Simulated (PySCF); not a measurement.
Molecule: SMILES [NH3+][BH2-]C, CH8BN.

Atoms are numbered as in `[CH3:1][BH2-:2][NH3+:3]` (H(Xn): hydrogen on atom n).

Geometry PBE0-D3(BJ)/def2-SVP throughout; GIAO in PySCF, gas phase, one conformer, non-relativistic; equivalent atoms averaged; basis pcSseg-2.

**Question.** How do the absolute shieldings σ depend on the functional? (ppm; last column core-seconds on 1 thread of an Arm Neoverse V1, shared host)

**Answer.** 
```
functional                    kind     C1     B2     N3  H(N3)  H(B2)  H(C1)  core-s
      PBE0           global hybrid  179.3  116.1  215.8  28.67  28.91  31.37      13
  mPW1PW91           global hybrid  178.7  115.9  215.2  28.71  28.99  31.43      13
      WP04           global hybrid  166.5  107.0  203.9  28.88  29.74  31.78      13
     B97-2           global hybrid  178.3  116.0  214.7  28.76  29.07  31.48      13
 BHandHLYP           global hybrid  178.9  117.2  216.7  28.81  29.23  31.57      13
 CAM-B3LYP  range-separated hybrid  177.9  114.5  214.8  28.76  29.03  31.44      17
   wB97X-D  range-separated hybrid  180.3  117.3  216.5  28.81  29.07  31.50      17
   LC-wPBE  range-separated hybrid  184.9  119.4  222.7  28.84  29.06  31.47      25
```

**Question.** Which nucleus moves most, in ppm?

**Answer.** N3 (donor nitrogen of a Lewis adduct): from 203.9 ppm with WP04 to 222.7 ppm with LC-wPBE. The smallest spread is 0.21 ppm, at H(N3). Proton shifts span only some 12 ppm, so a few tenths of a ppm matter as much there as several ppm in carbon.
